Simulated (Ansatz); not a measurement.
**CHN (singlet): from Hartree-Fock to the top rungs at distance N1–H3 = 1.188 Å, 6-31G**

An exercise on one series of results from a longer session: the logs are not shown, and one member is left open.

The runs use Ansatz 0.2.0, Gaussian basis; 6-31G, core rule «outside noble gas», up to 2 orbitals frozen.

The runs, in order: UHF; CCSD(T) on RHF; BCCD(T) on RHF; CISD; CCSDT(Q) on RHF; CISDTQ; CCSDTQ on RHF; CASSCF and MRCISD+Q, 2 electrons in 2 orbitals; CASSCF and NEVPT2, 2 electrons in 2 orbitals; CASSCF and MRCISD+Q, 10 electrons in 9 orbitals; CASSCF and NEVPT2, 10 electrons in 9 orbitals; Full CI.

22 further runs of the same task are left out: 1 for a mislabelled method, 12 that didn't finish, 9 set aside as unsound or not needed.

## The system

The geometry derives from a PBE0/def2-TZVP stationary point (not a proven minimum). One bond is set to the value named and the two fragments are kept rigid.

3 atoms, charge 0, spin multiplicity 1.

Atoms are counted from 1 here; the program's logs count them from 0.

Bond lengths: N1–C2 1.163 Å, N1–H3 1.188 Å. Angles: C2–N1–H3 180.0°.

Set-up of the first run:

File in.yaml:

```yaml
crystal:
  periodic: [false, false, false]
  atoms:
    - {symbol: N, position_ang: [0.000000, 0.000000, -0.008177]}
    - {symbol: C, position_ang: [0.000000, 0.000000, -1.171645]}
    - {symbol: H, position_ang: [0.000000, 0.000000, 1.179823]}
basis:
  gaussian: {orbitals: 6-31G}
magnetization: {spin_polarized: true, initial_magnetization: 0}
hamiltonian: {xc: hf}
output: {orbitals: {seedname: orbitals}}
```

Run with:

```sh
> ansatz run in.yaml --threads 1 --pin off --events-out ev --progress --plain --max-ram 2393MiB
```

Among the steps run: UHF; CCSD(T) on RHF; BCCD(T) on RHF; CISD; CCSDT(Q) on RHF; CISDTQ; CCSDTQ on RHF; CASSCF and MRCISD+Q, 2 electrons in 2 orbitals; CASSCF and NEVPT2, 2 electrons in 2 orbitals; CASSCF and MRCISD+Q, 10 electrons in 9 orbitals; CASSCF and NEVPT2, 10 electrons in 9 orbitals; Full CI.

One of the session's tables, all rows but one given; the rest of the session is left out.

It belongs to the step «Misses and costs». 

```
          method  from FCI (kJ/mol)
             RHF             +563.6
            RMP2              +45.9
            CISD                  ?
           RCCSD              +24.9
        RCCSD(T)               +3.0
         BCCD(T)               +2.9
          RCCSDT               +1.8
          CISDTQ               +4.2
       RCCSDT(Q)                0.0
         RCCSDTQ               +0.2
     CASSCF pair             +503.1
     MRCISD pair              +51.1
   MRCISD+Q pair              +13.0
  CASSCF valence             +161.8
  NEVPT2 valence              +41.2
  MRCISD valence               +7.2
MRCISD+Q valence               +3.1
             FCI                  0
```

**Question.** Estimate the row for CISD.

The run gave: from FCI (kJ/mol): +62.2. In the column «from FCI (kJ/mol)» it lies between MRCISD pair (+51.1) and CASSCF valence (+161.8).

Not comparable, so not listed: CASSCF and NEVPT2, 2 electrons in 2 orbitals (they don't share determinant, frozen orbitals or solution with the rows shown, or repeat one).

Caveats from the session: Warnings in the runs' records: passed over end.
